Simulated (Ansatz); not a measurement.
# CH₃MgO radical: how energies converge with the basis set

An exercise on one series of results from a longer session: the logs are not shown, and one member is left open.

Program: Ansatz 0.2.0, Gaussian basis. Level of theory: one geometry, several basis sets. These are calculated values, not measurements.

Levels to be run: PBE0-D4/def2-SVP; ωB97M-V/def2-SVP; PBE0-D4/def2-QZVPP; ωB97M-V/def2-QZVPP; the functionals' def2-TZVPP values are taken from earlier runs.

### Structure used throughout

All runs share one geometry, relaxed beforehand with PBE0-D4 in a triple-zeta def2 set.

SMILES `C[O][Mg]`, 6 atoms, charge 0, spin multiplicity 2.

Atoms are counted from 1 here; the program's logs count them from 0.

Bond lengths: C1–O2 1.375 Å, C1–H4 1.100 Å, C1–H5 1.100 Å, C1–H6 1.100 Å, O2–Mg3 1.772 Å. Angles: O2–C1–H4 111.9°, O2–C1–H5 111.9°, O2–C1–H6 111.9°, H4–C1–H5 107.0°, H4–C1–H6 107.0°, H5–C1–H6 107.0°, C1–O2–Mg3 179.8°.

Set-up of the first run:

File in.yaml:

```yaml
crystal:
  periodic: [false, false, false]
  atoms:
    - {symbol: C, position_ang: [0.498047, -0.240925, 0.077135]}
    - {symbol: O, position_ang: [-0.731031, 0.338104, -0.136673]}
    - {symbol: Mg, position_ang: [-2.317544, 1.078972, -0.409148]}
    - {symbol: H, position_ang: [0.590152, -1.208793, -0.438034]}
    - {symbol: H, position_ang: [1.319333, 0.395360, -0.285199]}
    - {symbol: H, position_ang: [0.683042, -0.426818, 1.145718]}
basis:
  gaussian: {orbitals: def2-SVP}
magnetization: {spin_polarized: true, initial_magnetization: 1}
hamiltonian: {xc: pbe0, dispersion: d4}
output: {orbitals: {seedname: orbitals}}
```

Launch:

```
$ ansatz run in.yaml --threads 2 --pin off --events-out ev --progress --plain --max-ram 22528MiB --backend cpu
```

Steps of the session up to this table: PBE0-D4 in def2-SVP; ωB97M-V in def2-SVP; PBE0-D4 in def2-QZVPP; ωB97M-V in def2-QZVPP.

One table of the session follows, with a row left open; its other results are not shown here.

It belongs to the step «Density functionals: the series». 

| functional | basis | HOMO (eV) | LUMO (eV) |
| --- | --- | --- | --- |
| PBE0-D4 | def2-SVP | -5.41 | -2.26 |
| PBE0-D4 | def2-TZVPP | -5.45 | -2.30 |
| PBE0-D4 | def2-QZVPP | -5.43 | -2.28 |
| ωB97M-V | def2-SVP | ? | ? |
| ωB97M-V | def2-TZVPP | -6.96 | -0.68 |
| ωB97M-V | def2-QZVPP | -6.96 | -0.68 |

**Question.** Estimate the row for ωB97M-V, def2-SVP.

**Answer.** HOMO (eV): -6.92; LUMO (eV): -0.68. In the column «HOMO (eV)» it lies between ωB97M-V, def2-QZVPP (-6.96) and PBE0-D4, def2-TZVPP (-5.45).
